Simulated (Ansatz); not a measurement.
## AlH3OS, SMILES [OH][AlH][SH]: a rigid scan of one bond angle

Computed with the Ansatz DFT code, driven from Python.

Script `bend_alh3os.py`:
```python
import ansatz
from ase import Atoms

SETTINGS = {
    'basis_set': 'def2-SVP',
    'xc': 'cam_b3lyp',
    'force_tol': 0.02,
}

atoms = Atoms(['O', 'Al', 'S', 'H', 'H', 'H'], positions=[
    [-1.1825, -0.9899, -0.8237],
    [0.1024, 0.2238, -0.3835],
    [0.6128, 0.5433, 1.7826],
    [-1.9788, -0.3821, -0.8416],
    [0.8901, 1.0185, -1.5407],
    [1.5981, -0.4776, 1.7607],
])

first = (
    ansatz.Crystal.molecule_from_ase(atoms).calculation()
    .basis(gaussian=SETTINGS['basis_set'])
    .functional(SETTINGS['xc'])
    .relax(force_tolerance=SETTINGS['force_tol'], max_steps=80)
)
atoms.positions = first.run(threads=1, pin='off').report['positions_ang']

rows = []
for angle in [85, 95, 105, 115, 125, 140, 160]:
    bent = atoms.copy()
    bent.set_angle(1, 0, 3, angle, indices=[3])
    job = (
        ansatz.Crystal.molecule_from_ase(bent).calculation()
        .basis(gaussian=SETTINGS['basis_set'])
        .functional(SETTINGS['xc'])
    )
    rows.append((angle, job.run(threads=1, pin='off').report['free_energy_ev']))
floor = min(e for _, e in rows)
for angle, e in rows:
    print(f'angle Al1-O0-H3 = {angle:3d} deg   {1000 * (e - floor):9.1f} meV')
```

`python bend_alh3os.py` gives:
```text
angle Al1-O0-H3 =  85 deg       580.0 meV
angle Al1-O0-H3 =  95 deg       314.0 meV
angle Al1-O0-H3 = 105 deg       146.6 meV
angle Al1-O0-H3 = 115 deg        50.5 meV
angle Al1-O0-H3 = 125 deg         5.7 meV
angle Al1-O0-H3 = 140 deg         0.0 meV
angle Al1-O0-H3 = 160 deg        40.5 meV
```

The scan is rigid, and the energies are electronic, in a modest basis. The zero is the lowest point of the grid, which needn't be the minimum. Finished in 35 s on 1 thread of Arm Neoverse V2, with other jobs on the host, peak memory 0.21 GiB.
